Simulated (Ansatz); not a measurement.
Predict the output of the script below (the Ansatz DFT code, driven from Python).

`osi.xyz`
```text
2

Si    0.00000    0.00000    0.00000
O     0.00000    0.00000    1.71500
```

`cas_osi.py`
```python
# -*- coding: utf-8 -*-
"""Static correlation in OSi: natural occupations of an active space."""

import warnings

import ansatz as az


def main():
    warnings.simplefilter("ignore", az.DeckWarning)

    osi = az.Crystal.molecule_from_extxyz("osi.xyz")

    setup = (
        osi.calculation()
        .basis(gaussian="6-31G*")
        .correlation(active_electrons=2, active_orbitals=3)
    )
    for method in [None, "sc_nevpt2", "fic_mrcisd_q"]:
        rep = (setup if method is None else setup.correlation(method)).run(threads=1, pin="off").report
        space = rep["configurations"]
        state = space["states"][0]
        print(method or "casscf", f"total {rep['free_energy_ev'] / 27.211386246:.6f} Ha, active-space state {state['energy']['hartree']:.6f} Ha, mean field {rep['reference_energy_ev'] / 27.211386246:.6f} Ha")
        print("  determinants", state["n_determinants"], " natural occupations", [round(n, 3) for n in space["natural_occupations"]])


if __name__ == "__main__":
    main()
```

`python cas_osi.py` gives:
```text
casscf total -363.765056 Ha, active-space state -363.765056 Ha, mean field -363.730767 Ha
  determinants 9  natural occupations [1.864, 0.135, 0.001]
sc_nevpt2 total -364.008750 Ha, active-space state -363.765056 Ha, mean field -363.730767 Ha
  determinants 5  natural occupations [1.864, 0.135, 0.001]
fic_mrcisd_q total -364.028280 Ha, active-space state -363.765056 Ha, mean field -363.730767 Ha
  determinants 5  natural occupations [1.864, 0.135, 0.001]
```

What to keep in mind:
- These settings explore the input space; basis and method may be short of convergence.
- The geometry is a force-field or estimated start, not a minimum of this method, and the basis set is short of its limit. The active space starts as a window about the frontier orbitals and is then optimised, not chosen by chemistry.
- The spin state was assumed, and another may lie lower.
- It ran for 4.4 s on 1 thread of Arm Neoverse V1, with other jobs on the host, peak memory 0.14 GiB.
